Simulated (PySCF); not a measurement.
C5H12N (charge +1).
Numbering: `[CH3:1][N+:2]1([CH3:3])[CH2:4][CH2:5][CH2:6]1` (hydrogens: H7, H8, H9 on C1; H10, H11, H12 on C3; H13, H14 on C4; H15, H16 on C5; H17, H18 on C6)

Cartesian coordinates in Å at the PBE0-D3(BJ)/def2-SVP level; atoms count from 1:
```
atom  x, y, z in Å
C1    -0.8190   -1.3618   -0.5281
N2    -0.3721   -0.0277   -0.0658
C3    -1.5080    0.7530    0.4678
C4     0.4835    0.6941   -1.0999
C5     1.7497    0.4055   -0.2897
C6     0.8509   -0.1022    0.8408
H7    -1.5685   -1.2346   -1.3202
H8     0.0414   -1.9191   -0.9190
H9    -1.2591   -1.9056    0.3179
H10   -1.1507    1.7339    0.8042
H11   -1.9521    0.2105    1.3130
H12   -2.2575    0.8830   -0.3241
H13    0.3872    0.2388   -2.0937
H14    0.1902    1.7503   -1.1511
H15    2.3947   -0.3660   -0.7283
H16    2.3639    1.2804   -0.0469
H17    0.7275    0.5855    1.6870
H18    1.0143   -1.1201    1.2169
```

All values: CAM-B3LYP/def2-SVPD (PySCF, non-relativistic), on one gas-phase PBE0-D3(BJ)/def2-SVP geometry that isn't relaxed in the solvent. The solvent is an IEF-PCM continuum (Bondi radii, 1.10 Å for H, scaled by 1.2). Specific hydrogen bonds and non-electrostatic terms are outside this model.

Gas phase at CAM-B3LYP/def2-SVPD: HOMO -15.91 eV, LUMO -3.01 eV.

Task: What does the continuum do to the energy and the frontier levels at CAM-B3LYP/def2-SVPD in dimethylsulfoxide and water?

Result: 
```tsv
solvent	ε	E(solvent) − E(gas) (kJ/mol)	polarisation term (kJ/mol)	distortion of the solute (kJ/mol)	HOMO (eV)	LUMO (eV)
dimethylsulfoxide	46.83	-229.77	-231.87	2.10	-11.43	1.27
water	78.36	-231.79	-233.96	2.17	-11.40	1.31
```

The first energy column is the sum of the next two and covers electrostatics alone. From dimethylsulfoxide to water the lowering changes by a factor 1.01, Born's factor 1 − 1/ε by 1.01 and ε itself by 1.7.

Task: Which radius a makes Born's formula ΔE = −(q²/2a)(1 − 1/ε) give the value in water?

Result: a = q²(1 − 1/ε)/(2|ΔE|) = 2.96 Å, with q = +1 e and |ΔE| = 0.0883 Eh; the farthest nucleus lies 2.71 Å from the centroid of the nuclei. The formula assumes a point charge at the centre of a sphere.

Task: How does the static polarisability (CAM-B3LYP/def2-SVPD, frozen core, with the continuum's full static response) change?

Result: 
```json
{"medium": "gas", "isotropic (au)": "59.8", "principal values (au)": "57.4, 57.9, 64.2", "⟨r²⟩ of the electrons (bohr²)": "559.7"}
{"medium": "dimethylsulfoxide", "isotropic (au)": "80.6", "principal values (au)": "78.3, 79.2, 84.3", "⟨r²⟩ of the electrons (bohr²)": "561.2"}
{"medium": "water", "isotropic (au)": "81.0", "principal values (au)": "78.7, 79.6, 84.7", "⟨r²⟩ of the electrons (bohr²)": "561.2"}
```

The isotropic value in water is 1.35 times the gas-phase one; no cavity-field correction is applied. ⟨r²⟩ is taken about the centre of nuclear charge.
